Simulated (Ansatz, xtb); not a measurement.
Loss of CH4: C3H6S → C2H2S + CH4

Species: C3H6S `C=CCS`, singlet; C2H2S (ethynethiol) `C#CS`, singlet; CH4 (methane) `C`, singlet. 

Shapes, held fixed at every level: PBE0-D4/def2-TZVP. Flexible molecules stand in one conformer, not always the lowest. Programs: Ansatz 0.2.0, xtb 6.7.1. The zero-point and thermal change to 298 K, harmonic and unscaled (PBE0-D4/def2-TZVP), is -14.3 kJ/mol.

Question: Estimate ΔH(298 K) of this reaction.

Answer: The highest level, CCSD(T)/CBS estimate, gives ΔH(298 K) = +125.9 kJ/mol; the levels span +31.0 to +134.2. GFN0-xTB strays far from the other rows. The column of differences is taken from that level and isn't an error. No measured value is set beside it here. The CBS estimate extrapolates MP2 from def2-TZVPP and def2-QZVPP and adds CCSD(T) − MP2 in the triple-zeta set, cores frozen.

| level | kind | ΔH(298 K) (kJ/mol) | less CCSD(T)/CBS estimate |
| --- | --- | --- | --- |
| GFN0-xTB | semi-empirical | +31.0 | -94.9 |
| HF/def2-SVP | Hartree–Fock | +123.6 | -2.3 |
| HF/def2-TZVPP | Hartree–Fock | +113.4 | -12.5 |
| BHLYP-D4/def2-TZVPP | global hybrid | +134.2 | +8.3 |
| MP2/def2-TZVPP | perturbation theory | +117.6 | -8.3 |
| CCSD/def2-SVP | coupled cluster or CI | +129.4 | +3.5 |
| CCSD(T)/def2-TZVPP | coupled cluster or CI | +123.9 | -2.0 |
| CCSD(T)/CBS estimate | coupled cluster or CI | +125.9 | 0.0 |
